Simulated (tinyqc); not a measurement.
Inside a calculation (part 1 of 2). Method: CIS and TDHF on RHF in the sto-6g basis, for H2O, spin multiplicity 1. Computed by tinyqc, a small Python program that keeps every step (integrals from PySCF). Settings: charge = 0, multiplicity = 1, basis = sto-6g, method = RHF, energy threshold = 1e-10, iteration cap = 87, orthogonalisation = canonical, start = atomic densities, DIIS depth = 6, TDHF = 1. Command: `OMP_NUM_THREADS=1 python tinyqc.py 31599 31600 out.jsonl` (the two numbers bound the seeds that draw the settings). One thread of a shared host (Intel(R) Xeon(R) Processor @ 2.60GHz), about 0.1 s of CPU time with the checks. The early iterations of the SCF are left out here.

## One-electron integrals

Geometry (angstrom):

| atom | x | y | z |
|---|---|---|---|
| O | 0.00000 | 0.00000 | 0.00000 |
| H | 0.00000 | 0.78500 | 0.69600 |
| H | 0.00000 | -0.78400 | 0.69500 |

Basis sto-6g: exponents (1/bohr^2) and contraction coefficients of normalised primitives:

| element | l (shell) | exponent | coefficient |
|---|---|---|---|
| O | s (1) | 1355.58423 | 0.00916 |
| O | s (1) | 248.54489 | 0.04936 |
| O | s (1) | 69.53390 | 0.16854 |
| O | s (1) | 23.88677 | 0.37056 |
| O | s (1) | 9.27593 | 0.41649 |
| O | s (1) | 3.82034 | 0.13033 |
| O | s (2) | 52.18776 | -0.01325 |
| O | s (2) | 10.32932 | -0.04699 |
| O | s (2) | 3.21034 | -0.03379 |
| O | s (2) | 1.23514 | 0.25024 |
| O | s (2) | 0.53642 | 0.59512 |
| O | s (2) | 0.24588 | 0.24071 |
| O | p (3) | 52.18776 | 0.00376 |
| O | p (3) | 10.32932 | 0.03768 |
| O | p (3) | 3.21034 | 0.17390 |
| O | p (3) | 1.23514 | 0.41804 |
| O | p (3) | 0.53642 | 0.42586 |
| O | p (3) | 0.24588 | 0.10171 |
| H | s (1) | 35.52322 | 0.00916 |
| H | s (1) | 6.51314 | 0.04936 |
| H | s (1) | 1.82214 | 0.16854 |
| H | s (1) | 0.62596 | 0.37056 |
| H | s (1) | 0.24308 | 0.41649 |
| H | s (1) | 0.10011 | 0.13033 |

Overlap, kinetic and nuclear-attraction integrals over the contracted functions; the nuclear repulsion is the sum of Za Zb / Rab.

nuclear repulsion = 8.4131670 hartree

overlap S, lower triangle:
```
          1O 1s    1O 2s   1O 2px    1O 2py   1O 2pz    2H 1s    3H 1s
1O 1s   1.00000
1O 2s   0.23114  1.00000
1O 2px  0.00000  0.00000  1.00000
1O 2py  0.00000  0.00000  0.00000   1.00000
1O 2pz  0.00000  0.00000  0.00000   0.00000  1.00000
2H 1s   0.04488  0.41866  0.00000   0.26888  0.23840  1.00000
3H 1s   0.04502  0.41952  0.00000  -0.26930  0.23873  0.23240  1.00000
```

kinetic energy T (hartree), lower triangle:
```
           1O 1s    1O 2s   1O 2px    1O 2py   1O 2pz    2H 1s    3H 1s
1O 1s   29.32720
1O 2s   -0.89602  0.84262
1O 2px   0.00000  0.00000  2.53131
1O 2py   0.00000  0.00000  0.00000   2.53131
1O 2pz   0.00000  0.00000  0.00000   0.00000  2.53131
2H 1s   -0.00502  0.08796  0.00000   0.16231  0.14391  0.76852
3H 1s   -0.00499  0.08850  0.00000  -0.16301  0.14450  0.00336  0.76852
```

nuclear attraction V (hartree), lower triangle:
```
            1O 1s      1O 2s    1O 2px     1O 2py     1O 2pz     2H 1s     3H 1s
1O 1s   -62.26780
1O 2s    -6.38462  -10.00209
1O 2px    0.00000    0.00000  -9.93390
1O 2py    0.00003    0.00028   0.00000  -10.04776
1O 2pz   -0.01816   -0.20769   0.00000    0.00016  -10.02339
2H 1s    -1.41833   -3.27933   0.00000   -1.86696   -1.72044  -5.50888
3H 1s    -1.42300   -3.28748   0.00000    1.87097   -1.72376  -1.39129  -5.51360
```

core Hamiltonian H = T + V (hartree), lower triangle:
```
            1O 1s     1O 2s    1O 2px    1O 2py    1O 2pz     2H 1s     3H 1s
1O 1s   -32.94061
1O 2s    -7.28064  -9.15947
1O 2px    0.00000   0.00000  -7.40259
1O 2py    0.00003   0.00028   0.00000  -7.51645
1O 2pz   -0.01816  -0.20769   0.00000   0.00016  -7.49208
2H 1s    -1.42335  -3.19137   0.00000  -1.70465  -1.57654  -4.74035
3H 1s    -1.42799  -3.19897   0.00000   1.70796  -1.57926  -1.38793  -4.74507
```

## Two-electron integrals

Functions are numbered as in S; the eight-fold symmetry (ij|kl) = (ji|kl) = (kl|ij) leaves the list below.

Two-electron integrals (ij|kl) in chemists' order, unique and non-zero (hartree):
```
(11|11) 4.78749    (21|11) 0.67588    (21|21) 0.12150    (22|11) 1.11738
(22|21) 0.24921    (22|22) 0.81738    (31|31) 0.02576    (32|31) 0.03914
(32|32) 0.18066    (33|11) 1.11738    (33|21) 0.24921    (33|22) 0.81738
(33|33) 0.88066    (41|41) 0.02576    (42|41) 0.03914    (42|42) 0.18066
(43|43) 0.04746    (44|11) 1.11738    (44|21) 0.24921    (44|22) 0.81738
(44|33) 0.78574    (44|44) 0.88066    (51|51) 0.02576    (52|51) 0.03914
(52|52) 0.18066    (53|53) 0.04746    (54|54) 0.04746    (55|11) 1.11738
(55|21) 0.24921    (55|22) 0.81738    (55|33) 0.78574    (55|44) 0.78574
(55|55) 0.88066    (61|11) 0.13986    (61|21) 0.02410    (61|22) 0.04836
(61|33) 0.04826    (61|41) 0.00088    (61|42) 0.00173    (61|44) 0.04843
(61|51) 0.00078    (61|52) 0.00153    (61|54) 0.00015    (61|55) 0.04840
(61|61) 0.00487    (62|11) 0.34382    (62|21) 0.07778    (62|22) 0.28292
(62|33) 0.27820    (62|41) 0.00466    (62|42) 0.03460    (62|44) 0.28614
(62|51) 0.00414    (62|52) 0.03068    (62|54) 0.00704    (62|55) 0.28444
(62|61) 0.01552    (62|62) 0.12246    (63|31) 0.00859    (63|32) 0.04853
(63|43) 0.00712    (63|53) 0.00631    (63|63) 0.01720    (64|11) 0.18713
(64|21) 0.04293    (64|22) 0.16654    (64|33) 0.15907    (64|41) 0.01084
(64|42) 0.06770    (64|44) 0.17789    (64|51) 0.00199    (64|52) 0.01700
(64|54) 0.01037    (64|55) 0.16267    (64|61) 0.00895    (64|62) 0.08764
(64|64) 0.07923    (65|11) 0.16591    (65|21) 0.03806    (65|22) 0.14766
(65|33) 0.14104    (65|41) 0.00199    (65|42) 0.01700    (65|44) 0.14510
(65|51) 0.01036    (65|52) 0.06360    (65|54) 0.01072    (65|55) 0.15685
(65|61) 0.00793    (65|62) 0.07770    (65|64) 0.05499    (65|65) 0.06596
(66|11) 0.49114    (66|21) 0.11317    (66|22) 0.47123    (66|33) 0.45253
(66|41) 0.00870    (66|42) 0.08858    (66|44) 0.48394    (66|51) 0.00772
(66|52) 0.07854    (66|54) 0.02784    (66|55) 0.47722    (66|61) 0.02280
(66|62) 0.25994    (66|64) 0.21231    (66|65) 0.18824    (66|66) 0.77500
(71|11) 0.14032    (71|21) 0.02418    (71|22) 0.04852    (71|33) 0.04842
(71|41) -0.00089   (71|42) -0.00173   (71|44) 0.04859    (71|51) 0.00079
(71|52) 0.00154    (71|54) -0.00015   (71|55) 0.04855    (71|61) 0.00482
(71|62) 0.01509    (71|64) 0.00793    (71|65) 0.00772    (71|66) 0.02193
(71|71) 0.00491    (72|11) 0.34469    (72|21) 0.07797    (72|22) 0.28360
(72|33) 0.27886    (72|41) -0.00468   (72|42) -0.03467   (72|44) 0.28681
(72|51) 0.00414    (72|52) 0.03074    (72|54) -0.00705   (72|55) 0.28511
(72|61) 0.01508    (72|62) 0.10057    (72|64) 0.04953    (72|65) 0.06214
(72|66) 0.17587    (72|71) 0.01560    (72|72) 0.12300    (73|31) 0.00861
(73|32) 0.04865    (73|43) -0.00713   (73|53) 0.00632    (73|63) 0.01372
(73|73) 0.01728    (74|11) -0.18752   (74|21) -0.04301   (74|22) -0.16687
(74|33) -0.15938   (74|41) 0.01087    (74|42) 0.06786    (74|44) -0.17824
(74|51) -0.00200   (74|52) -0.01703   (74|54) 0.01039    (74|55) -0.16299
(74|61) -0.00792   (74|62) -0.04950   (74|64) -0.01114   (74|65) -0.02991
(74|66) -0.07686   (74|71) -0.00900   (74|72) -0.08799   (74|74) 0.07953
(75|11) 0.16623    (75|21) 0.03813    (75|22) 0.14793    (75|33) 0.14129
(75|41) -0.00200   (75|42) -0.01703   (75|44) 0.14536    (75|51) 0.01038
(75|52) 0.06375    (75|54) -0.01074   (75|55) 0.15713    (75|61) 0.00771
(75|62) 0.06211    (75|64) 0.02992    (75|65) 0.05148    (75|66) 0.11900
(75|71) 0.00798    (75|72) 0.07800    (75|74) -0.05518   (75|75) 0.06620
(76|11) 0.13674    (76|21) 0.03128    (76|22) 0.12401    (76|33) 0.12095
(76|41) 7.26e-07   (76|42) 8.54e-06   (76|44) 0.12306    (76|51) 0.00257
(76|52) 0.02288    (76|54) 2.42e-06   (76|55) 0.12803    (76|61) 0.00619
(76|62) 0.05438    (76|64) 0.03356    (76|65) 0.03879    (76|66) 0.12198
(76|71) 0.00621    (76|72) 0.05449    (76|74) -0.03361   (76|75) 0.03885
(76|76) 0.03014    (77|11) 0.49173    (77|21) 0.11330    (77|22) 0.47170
(77|33) 0.45298    (77|41) -0.00872   (77|42) -0.08870   (77|44) 0.48443
(77|51) 0.00773    (77|52) 0.07863    (77|54) -0.02788   (77|55) 0.47770
(77|61) 0.02188    (77|62) 0.17563    (77|64) 0.07680    (77|65) 0.11889
(77|66) 0.33198    (77|71) 0.02290    (77|72) 0.26062    (77|74) -0.21279
(77|75) 0.18863    (77|76) 0.12198    (77|77) 0.77500
```

## Orthogonalisation

S = U s U^T; canonical form X = U s^(-1/2), so that X^T S X = 1. Each column of U has its largest component positive (the first on a tie).

eigenvalues of S: 0.40154  0.48590  0.88228  1.00000  1.10197  1.28170  1.84661

X:
```
               1         2         3        4         5         6         7
1O 1s   -0.31372  -0.00207   0.74520  0.00000   0.62157   0.00013   0.15573
1O 2s    1.07794   0.00551  -0.31689  0.00000   0.32547   0.00023   0.42151
1O 2px   0.00000   0.00000   0.00000  1.00000   0.00000   0.00000   0.00000
1O 2py  -0.00524   0.85351   0.00004  0.00000   0.00024   0.70995  -0.00038
1O 2pz   0.54463   0.00286   0.65256  0.00000  -0.61680   0.00028   0.21574
2H 1s   -0.67782  -0.81896  -0.16113  0.00000  -0.13187   0.37203   0.38249
3H 1s   -0.68843   0.81167  -0.16087  0.00000  -0.13176  -0.37118   0.38311
```

## Starting guess

The start is atomic minimal-basis densities projected into this basis (PySCF's MINAO start) and scaled to the electron count of each spin; this density is not idempotent, so its energy is not variational and may lie below the converged one.

D at the start, lower triangle:
```
           1O 1s     1O 2s   1O 2px    1O 2py   1O 2pz    2H 1s    3H 1s
1O 1s    2.13828
1O 2s   -0.48116   2.09300
1O 2px   0.00000   0.00000  1.30770
1O 2py  -0.00002   0.00013  0.00000   1.18296
1O 2pz   0.01501  -0.08609  0.00000   0.00008  1.22745
2H 1s   -0.01285   0.04229  0.00000   0.11474  0.06623  0.99247
3H 1s   -0.01286   0.04226  0.00000  -0.11469  0.06618  0.07066  0.99253
```

## Iteration 8 (converged): orbitals

converged F (hartree), lower triangle:
```
            1O 1s     1O 2s    1O 2px    1O 2py    1O 2pz     2H 1s     3H 1s
1O 1s   -20.52177
1O 2s    -4.96519  -2.32360
1O 2px    0.00000   0.00000  -0.39839
1O 2py    0.00003   0.00030   0.00000  -0.26680
1O 2pz   -0.02651  -0.09800   0.00000   0.00035  -0.31119
2H 1s    -0.97202  -0.87021   0.00000  -0.35640  -0.36303  -0.47646
3H 1s    -0.97517  -0.87223   0.00000   0.35687  -0.36341  -0.32782  -0.47797
```

Diagonalise F' = X^T F X, C = X C', fill 5 alpha and 5 beta electrons from the bottom; D = 2 C_occ C_occ^T. Each column has its largest component positive (the first on a tie).

F' = X^T F X (hartree), lower triangle:
```
          1        2         3         4         5         6         7
1  -0.03905
2  -0.00515  0.59971
3   1.96989  0.01524  -9.00191
4   0.00000  0.00000   0.00000  -0.39839
5   1.48728  0.01258  -9.04459   0.00000  -9.91984
6  -0.00045  0.11550  -0.00209   0.00000  -0.00241  -0.55209
7   0.28798  0.00322  -3.69081   0.00000  -4.06893  -0.00083  -2.74683
```

orbital energies (hartree): MO1 -20.52479, MO2 -1.24238, MO3 -0.56356, MO4 -0.46486, MO5 -0.39839, MO6 0.52436, MO7 0.61123

coefficients C:
```
             MO1       MO2       MO3       MO4      MO5       MO6       MO7
1O 1s    0.99679  -0.22496  -0.00028   0.09372  0.00000  -0.10656   0.00089
1O 2s    0.01474   0.86955   0.00157  -0.51631  0.00000   0.72322  -0.00646
1O 2px   0.00000   0.00000   0.00000   0.00000  1.00000   0.00000   0.00000
1O 2py  -0.00001  -0.00030   0.62215   0.00097  0.00000   0.00670   0.91947
1O 2pz   0.00276   0.10595  -0.00124   0.73623  0.00000   0.77210  -0.00599
2H 1s   -0.00308   0.14498   0.45000   0.32037  0.00000  -0.73560  -0.76872
3H 1s   -0.00309   0.14546  -0.45068   0.31870  0.00000  -0.72491   0.78050
```

D after iteration 8, lower triangle:
```
           1O 1s     1O 2s   1O 2px    1O 2py   1O 2pz     2H 1s    3H 1s
1O 1s    2.10598
1O 2s   -0.45862   2.04582
1O 2px   0.00000   0.00000  2.00000
1O 2py  -0.00004   0.00042  0.00000   0.77415
1O 2pz   0.09584  -0.57590  0.00000  -0.00017  1.10654
2H 1s   -0.01158  -0.07735  0.00000   0.56048  0.50132   0.65234
3H 1s   -0.01163  -0.07763  0.00000  -0.56025  0.50120  -0.15921  0.65170
```

## Convergence

Stop when the energy changes by less than 1e-10 hartree and every element of the error matrix X^T (F D S - S D F) X is below 3e-06.

Course of the cycle:

| iteration | E (hartree) | change | largest element of the error matrix |
|---|---|---|---|
| 1 | -76.0066875 | - | 1.21e+00 |
| 2 | -75.6285023 | 3.78e-01 | 2.79e-01 |
| 3 | -75.6728110 | -4.43e-02 | 4.10e-02 |
| 4 | -75.6736643 | -8.53e-04 | 6.68e-03 |
| 5 | -75.6736951 | -3.08e-05 | 3.40e-04 |
| 6 | -75.6736953 | -2.53e-07 | 8.45e-05 |
| 7 | -75.6736953 | -1.79e-08 | 2.54e-07 |
| 8 | -75.6736953 | -5.68e-14 | 1.56e-08 |

PySCF RHF in the same basis = -75.6736953 hartree

Converged in 8 iterations.

## Populations, bond orders and dipole

Mulliken: Z minus the diagonal of D S on the atom; Loewdin: the same with S^(1/2) D S^(1/2); Mayer order: 2 sum_s sum (D(s) S)_ij (D(s) S)_ji over the two atoms.

Charges (e):

| atom | Mulliken | Loewdin |
|---|---|---|
| 1O | -0.29521 | -0.21328 |
| 2H | 0.14735 | 0.10649 |
| 3H | 0.14787 | 0.10679 |

Mayer bond orders:

| pair | order |
|---|---|
| 2-1 | 0.97312 |
| 3-1 | 0.97297 |
| 3-2 | 0.00517 |

dipole moment about the origin, x y z (debye): 0.00000  -0.00107  1.68467

## Integrals over molecular orbitals

(pq|rs) = sum C_ip C_jq C_kr C_ls (ij|kl), one index at a time.

one-electron integrals over orbitals h = C^T H C (hartree), lower triangle:
```
           1         2         3         4         5         6         7
1  -32.92773
2    0.57188  -7.64911
3    0.00070  -0.00094  -6.18247
4   -0.23232   0.52103   0.00233  -6.73097
5    0.00000   0.00000   0.00000   0.00000  -7.40259
6    0.27523  -1.30263  -0.01220  -1.24621   0.00000  -5.41213
7   -0.00232   0.01111  -1.72768   0.00583   0.00000  -0.00070  -5.51959
```

Two-electron integrals over orbitals (pq|rs), unique and non-zero (hartree):
```
(11|11) 4.76290     (21|11) -0.43364    (21|21) 0.06381     (22|11) 1.02717
(22|21) -0.01528    (22|22) 0.72814     (31|11) -0.00055    (31|21) 0.00007
(31|22) -0.00005    (31|31) 0.01141     (32|11) 0.00033     (32|21) -3.20e-05
(32|22) -0.00014    (32|31) 0.01744     (32|32) 0.13526     (33|11) 0.78621
(33|21) -0.00440    (33|22) 0.63219     (33|31) 1.54e-05    (33|32) 2.98e-05
(33|33) 0.61358     (41|11) 0.18522     (41|21) -0.02496    (41|22) 0.01446
(41|31) -4.38e-05   (41|32) -1.95e-06   (41|33) 0.00577     (41|41) 0.02699
(42|11) -0.15314    (42|21) 0.00939     (42|22) -0.01430    (42|31) 7.69e-07
(42|32) -4.98e-05   (42|33) 0.00361     (42|41) 0.01727     (42|42) 0.12835
(43|11) -0.00055    (43|21) 2.15e-05    (43|22) -0.00020    (43|31) -0.00331
(43|32) 0.02324     (43|33) -0.00016    (43|41) 2.93e-05    (43|42) 0.00028
(43|43) 0.05348     (44|11) 0.95398     (44|21) -0.01193    (44|22) 0.66461
(44|31) 1.56e-06    (44|32) 0.00027     (44|33) 0.58106     (44|41) -0.00944
(44|42) -0.09701    (44|43) -0.00021    (44|44) 0.72427     (51|51) 0.02667
(52|51) 0.03277     (52|52) 0.14824     (53|51) 3.94e-05    (53|52) 0.00014
(53|53) 0.02779     (54|51) -0.01295    (54|52) -0.04685    (54|53) -0.00008
(54|54) 0.05156     (55|11) 1.11709     (55|21) -0.01141    (55|22) 0.75316
(55|31) -1.38e-05   (55|32) 0.00016     (55|33) 0.61717     (55|41) 0.00460
(55|42) -0.07961    (55|43) -0.00031    (55|44) 0.70146     (55|55) 0.88066
(61|11) -0.21845    (61|21) 0.03461     (61|22) -0.00139    (61|31) 0.00013
(61|32) 0.00012     (61|33) 0.00084     (61|41) 0.00070     (61|42) 0.02145
(61|43) 1.05e-05    (61|44) -0.01739    (61|55) -0.00527    (61|61) 0.03058
(62|11) 0.29125     (62|21) -0.00679    (62|22) 0.13943     (62|31) 0.00007
(62|32) 0.00040     (62|33) 0.07443     (62|41) 0.01904     (62|42) 0.02660
(62|43) -0.00024    (62|44) 0.06918     (62|55) 0.14876     (62|61) 0.00958
(62|62) 0.09963     (63|11) 0.00256     (63|21) -0.00005    (63|22) 0.00115
(63|31) 0.00320     (63|32) -0.03299    (63|33) 0.00075     (63|41) 1.15e-05
(63|42) -0.00056    (63|43) -0.03283    (63|44) 0.00082     (63|55) 0.00140
(63|61) -7.08e-06   (63|62) 0.00071     (63|63) 0.06861     (64|11) 0.25327
(64|21) -0.00268    (64|22) 0.11484     (64|31) -0.00006    (64|32) -0.00051
(64|33) 0.04870     (64|41) 0.00021     (64|42) -0.05064    (64|43) -0.00034
(64|44) 0.13062     (64|55) 0.13987     (64|61) -0.00192    (64|62) 0.05889
(64|63) 0.00113     (64|64) 0.09105     (65|51) 0.01375     (65|52) 0.05305
(65|53) 0.00020     (65|54) 0.00328     (65|65) 0.03586     (66|11) 0.81242
(66|21) -0.00773    (66|22) 0.61094     (66|31) 0.00008     (66|32) 0.00122
(66|33) 0.56362     (66|41) 0.01921     (66|42) 0.04961     (66|43) 0.00085
(66|44) 0.55371     (66|55) 0.59042     (66|61) 0.00917     (66|62) 0.09976
(66|63) -0.00057    (66|64) 0.05083     (66|66) 0.59818     (71|11) 0.00185
(71|21) -0.00030    (71|22) -7.14e-06   (71|31) 0.01506     (71|32) 0.02178
(71|33) 3.23e-05    (71|41) 2.94e-05    (71|42) -0.00013    (71|43) -0.00450
(71|44) 0.00012     (71|55) 4.37e-05    (71|61) -0.00010    (71|62) 0.00007
(71|63) 0.00380     (71|64) -0.00007    (71|66) 0.00009     (71|71) 0.01990
(72|11) -0.00253    (72|21) 0.00006     (72|22) -0.00120    (72|31) 0.01444
(72|32) 0.04833     (72|33) -0.00046    (72|41) -0.00012    (72|42) -2.84e-05
(72|43) -0.03420    (72|44) -0.00075    (72|55) -0.00127    (72|61) 0.00007
(72|62) -0.00031    (72|63) 0.03272     (72|64) -0.00057    (72|66) -0.00089
(72|71) 0.01823     (72|72) 0.06477     (73|11) 0.36613     (73|21) -0.00692
(73|22) 0.15170     (73|31) -5.19e-06   (73|32) 0.00056     (73|33) 0.09008
(73|41) -0.00066    (73|42) -0.08219    (73|43) 3.24e-05    (73|44) 0.14372
(73|55) 0.19638     (73|61) -0.00616    (73|62) 0.07118     (73|63) 0.00055
(73|64) 0.09662     (73|66) 0.04295     (73|71) 4.75e-05    (73|72) -0.00084
(73|73) 0.15951     (74|11) -0.00118    (74|21) 1.06e-05    (74|22) -0.00045
(74|31) -0.00909    (74|32) -0.07652    (74|33) -0.00025    (74|41) -2.09e-05
(74|42) 0.00010     (74|43) -0.00885    (74|44) -0.00071    (74|55) -0.00064
(74|61) -0.00009    (74|62) -0.00048    (74|63) 0.04981     (74|64) 0.00015
(74|66) -0.00120    (74|71) -0.01182    (74|72) -0.01576    (74|73) -0.00091
(74|74) 0.07255     (75|51) -0.00012    (75|52) -0.00045    (75|53) 0.02372
(75|54) 3.10e-05    (75|65) -0.00010    (75|75) 0.02405     (76|11) 3.70e-05
(76|21) -3.78e-06   (76|22) -0.00017    (76|31) 0.00806     (76|32) 0.08820
(76|33) 0.00011     (76|41) -0.00011    (76|42) -0.00038    (76|43) 0.05696
(76|44) 0.00040     (76|55) 0.00007     (76|61) -2.16e-05   (76|62) -0.00030
(76|63) -0.06090    (76|64) -0.00064    (76|66) 0.00135     (76|71) 0.01014
(76|72) -0.00843    (76|73) 0.00084     (76|74) -0.06124    (76|76) 0.11189
(77|11) 0.83648     (77|21) -0.00829    (77|22) 0.61158     (77|31) -0.00014
(77|32) -0.00137    (77|33) 0.59402     (77|41) 0.00392     (77|42) -0.01355
(77|43) -0.00090    (77|44) 0.58484     (77|55) 0.60888     (77|61) -0.00351
(77|62) 0.06361     (77|63) 0.00156     (77|64) 0.04401     (77|66) 0.56101
(77|71) -0.00014    (77|72) -0.00045    (77|73) 0.08603     (77|74) 0.00079
(77|76) -0.00143    (77|77) 0.60134
```

## CIS matrix, singlets

A(ia,jb) = (e_a - e_i) d_ij d_ab + 2 (ia|jb) - (ij|ab).

CIS matrix A, singlet (hartree), lower triangle:
```
          1>6       1>7       2>6       2>7      3>6       3>7       4>6      4>7
1>6  20.29789
1>7  -0.00024  20.33935
2>6   0.02690   0.00015   1.35506
2>7   0.00015   0.04475  -0.00046   1.37156
3>6  -0.00010  -0.00045   0.00021  -0.02277  0.66151
3>7  -0.02039   0.00024   0.05416  -0.00030  0.00099   0.89978
4>6  -0.02306  -0.00002   0.06817  -0.00077  0.00141   0.13627   0.61762
4>7  -0.00007  -0.02757  -0.00058  -0.01797  0.04267  -0.00092  -0.00011  0.63634
5>6   0.00000   0.00000   0.00000   0.00000  0.00000   0.00000   0.00000  0.00000
5>7   0.00000   0.00000   0.00000   0.00000  0.00000   0.00000   0.00000  0.00000

          5>6      5>7
5>6   0.40405
5>7  -0.00026  0.44885
```
